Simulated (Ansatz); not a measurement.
## BCl₃, singlet: from triple and quadruple zeta to the limit

```xyz
4

B     0.0000    0.0000    0.0000
Cl    1.7373    0.0131   -0.0001
Cl   -0.8800    1.4980   -0.0026
Cl   -0.8573   -1.5111    0.0027
```

Connectivity, by distances: Cl–B(–Cl)–Cl.

Ansatz 0.2.0, RHF determinant, valence electrons correlated. Energies in eV.

```tsv
set	X	functions	Hartree–Fock	MP2 correlation	CCSD(T) correlation	time
def2-TZVPP	3	157	-38187.1669	-17.9914	-20.0895	2.1 s on 1 × NVIDIA H100 80GB HBM3 with 1 thread of AMD EPYC 7R13 Processor (Zen 3), on a shared host
def2-QZVPP	4	267	-38188.2200	-19.7503	-21.8673	3.4 s on 1 × NVIDIA H100 80GB HBM3 with 1 thread of AMD EPYC 7R13 Processor (Zen 3), with other jobs on the host
```

Hartree–Fock is taken to follow E(X) = E∞ + A·exp(−7.88·√X), correlation E(X) = E∞ + B·X^−2.97.

Question: Work out the CCSD(T) energy at the limit, and how far the shortcut misses it that extrapolates MP2 and adds CCSD(T) minus MP2 from the smaller set.

Answer: Hartree–Fock: E∞ = E4 + 0.1377·(E4 − E3) = -38188.3650. Correlation: E∞ = E4 + 0.7407·(E4 − E3) = -23.1842 for CCSD(T) and -21.0532 for MP2. The limit is -38211.5492 eV, 1.462 eV below def2-QZVPP. The shortcut gives a correlation energy of -21.0532 + (-2.0981) = -23.1513, 33 meV higher than the direct value.

Past Ne part of the Hartree–Fock step between the two sets comes from the cores, which don't follow the formula, so the 145 meV that it adds to the total can overshoot; that part largely cancels in differences.
